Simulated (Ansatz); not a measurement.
hcp Zr was calculated with Hartree–Fock (plane waves, PAW; Ansatz, a first-principles code).

Numerical settings: plane-wave cutoff 460 eV, 9×9×6 k mesh (along the axes of the cell as run), Fermi–Dirac smearing 0.05 eV, scalar-relativistic PAW data made under PBE.

Computed at the level's own relaxed cell.

### Question
What does this level give for the lattice parameter a and lattice parameter c?

### Answer

- lattice parameter a = 3.379 Å
- lattice parameter c = 5.287 Å

Measured, for comparison: lattice constant a 3.232 Å, lattice parameter c 5.148 Å (293 K, not corrected to a static lattice; as tabulated in Wikipedia's data pages). Computed (rounded) less measured: lattice constant a +4.5 %, lattice parameter c +2.7 %.

Computing time: very roughly 60 core-minutes.
